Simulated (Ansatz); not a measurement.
We consider solid bromine, described by PBE (Ansatz, an electronic-structure program, plane waves, PAW).

Settings: plane-wave cutoff 520 eV, 10×10×4 k mesh (along the axes of the cell as run), Fermi–Dirac smearing 0.01 eV, scalar-relativistic PAW data made under PBE.

Response to compression and expansion:

Shape and atoms are relaxed at each volume.

```tsv
V (Å³/atom)	P (GPa)	direct gap at Γ (eV)	c (Å)	a (Å)
38.865	0.07	1.360	8.703	8.389
39.675	0.03	1.361	8.710	8.547
40.485	0.00	1.367	8.711	8.707
41.294	-0.02	1.370	8.714	8.872
42.104	-0.03	1.372	8.717	9.039
```

The gap at Γ does not follow one straight line over these volumes.

Note: for a layered or molecular solid the relaxed cell lies over 5 % above the published volume, where the minimum can be shallow; the cell comes from a level without a dispersion term, which matters for the spacing of layers, chains or molecules; the bulk modulus comes from volumes at which shape and atoms were relaxed.

Spin–orbit coupling is not included.
